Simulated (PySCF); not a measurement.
**How methods differ on the ionisation energy of N**

N [He] 2s2 2p3 (4S) → N⁺ [He] 2s2 2p2 (3P), as a difference of total energies. Computed with PySCF 2.14 in dyall-av2z (11s7p2d, 42 functions), with no relativity, point nucleus. Correlated levels: valence: 1s2 frozen; virtual orbitals above 40 to 60 times the deepest correlated orbital energy dropped. The calculations carry no spin-orbit coupling.

```
           method  ionisation energy (eV)  error (eV)
              UHF                  13.906      -0.639
    MP2 (valence)                  14.481      -0.064
SCS-MP2 (valence)                  14.244      -0.301
   CCSD (valence)                  14.342      -0.203
CCSD(T) (valence)                  14.356      -0.189
  CCSDT (valence)                  14.357      -0.188
```

Reference: 14.545 eV (measured; NIST levels, between the centres of gravity of the two terms).

Errors of the correlated levels include the incompleteness of this basis and the frozen core.
